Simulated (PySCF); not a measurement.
# C5H13N (isopentylamine): the cost of one run

Computed with PySCF 2.14.0 and routines of our own; the level stands in each step. Atoms count from 0.

## (1) The starting structure

19 atoms, charge 0, multiplicity 1; geometry from: GFN2-xTB.

## (2) Optimising the geometry at PBE0-D3(BJ)/def2-SVP

Job settings and geometry (Å):

```
{"job": {"xc": "PBE0", "basis": "def2-SVP", "d3": "d3bj", "grid": 2, "kind": "geom"}, "charge": 0, "multiplicity": 1}
C     -1.377661    -1.132684    -1.372987
C     -0.750003     0.037491    -0.617323
C     -1.708024     0.526384     0.467173
C      0.600847    -0.387351    -0.033802
C      1.409691     0.764575     0.560032
N      2.765548     0.311677     0.839513
H     -1.555295    -1.967380    -0.698058
H     -2.328353    -0.839062    -1.812440
H     -0.721831    -1.471575    -2.171239
H     -0.578421     0.855902    -1.325775
H     -2.678952     0.759560     0.035082
H     -1.847443    -0.243173     1.224092
H     -1.329928     1.423474     0.950349
H      0.438625    -1.147700     0.734888
H      1.207639    -0.837642    -0.821758
H      1.482849     1.574155    -0.172844
H      0.899116     1.161043     1.453437
H      3.315107     1.065834     1.237272
H      2.746685    -0.444278     1.516926
```

On the command line:

```
OMP_NUM_THREADS=1 python excited_run.py task.json out
```

The driver reads the jobs from task.json and runs them one after another.

**Question.** How long does this first job take on 1 thread of Arm Neoverse V2, shared host, and how much memory does it need?

About 32 s, with a peak of 0.72 GiB.
